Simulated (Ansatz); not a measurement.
A calculation with Ansatz (development build ahead of 0.2.0).

```yaml
crystal:
  periodic: [false, false, false]
  atoms:
    - { symbol: C, position_ang: [0.0, 0.0, 0.0] }
    - { symbol: F, position_ang: [0.82038, 0.82038, 0.82038] }
    - { symbol: F, position_ang: [0.82038, -0.82038, -0.82038] }
    - { symbol: F, position_ang: [-0.82038, 0.82038, -0.82038] }
    - { symbol: F, position_ang: [-0.82038, -0.82038, 0.82038] }
basis:
  gaussian: { orbitals: cc-pVTZ }
hamiltonian:
  xc: hf
correlation:
  method: mp2
  frozen_orbitals: { C: 1, F: 1 }
```

The input is written out in the form of the current development build from the run's settings.

Output:

| Quantity | Value |
| --- | --- |
| Converged | yes |
| Reference energy | -435.75421 hartree |
| Correlation energy | -1.17555 hartree |
| Total energy | -436.92977 hartree |
| Spin squared of the determinant | 0.000 |

Caution: no unrestricted run beside it, a lower state can exist.
